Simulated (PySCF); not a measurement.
C3H6S.
Structure used (PBE0-D3(BJ)/def2-SVP), in Å, numbered top down from 1:
```
atom  x, y, z in Å
S1     2.056   -0.308    0.383
C2     0.294   -0.156    0.690
C3    -0.576    0.844   -0.004
C4    -0.750   -0.628   -0.271
H5     1.998   -0.044   -0.940
H6     0.106   -0.327    1.755
H7    -1.337    1.367    0.582
H8    -0.118    1.457   -0.786
H9    -0.410   -1.018   -1.235
H10   -1.633   -1.136    0.127
```

Linear response at CAM-B3LYP/def2-SVPD (PySCF, frozen core in the response, non-relativistic). Geometry: PBE0-D3(BJ)/def2-SVP, one conformer, isolated molecule.

Static isotropic polarisability: 56.03 au (8.30 Å³), principal values 49.9, 52.9, 65.2 au.

Problem. What is the polarisability at 1064 nm and at the sodium D line?

Solution. 56.51 au at 1064 nm (+0.9 %), 57.65 au at 589.3 nm (+2.9 %). The rise at 589.3 nm is 3.37 times that at 1064 nm; a pure ω² law gives 3.26. The lowest singlet lies at 237 nm, shorter than both wavelengths.

Problem. What is the isotropic C6 coefficient between two such molecules, C6 = (3/π)∫α(iω)² dω?

Solution. 1256 au (Eh·bohr⁶) by a ten-point quadrature over imaginary frequencies, which is 751 eV·Å⁶ or 72.4 J·nm⁶/mol.

Problem. Which effective excitation energy ω̄ makes London's formula C6 = (3/4)α²ω̄ exact here?

Solution. ω̄ = 4·C6/(3α²) = 0.533 Eh = 14.5 eV. A one-pole form α(ω) = α/(1 − ω²/ω̄²) fitted to the 1064 nm value gives 12.6 eV. London's choice of the ionisation energy (8.91 eV, ΔSCF at the same level) gives C6 = 771 au, 39 % too low.

Problem. How many electrons N does the Slater–Kirkwood formula C6 = (3/4)·√N·α^(3/2) need to give this C6?

Solution. N = (4·C6/3)²/α³ = 15.9; the species has 40 electrons in all.

Problem. What three-body coefficient follows from the one-pole estimate C9 = (3/4)·α·C6?

Solution. 52800 au. This is an estimate from the two numbers above, not a computed integral.

Problem. How anisotropic is the static polarisability, by Δα² = ½[(α1 − α2)² + (α2 − α3)² + (α3 − α1)²]?

Solution. Δα = 14.0 au, or 0.25 of the isotropic value.
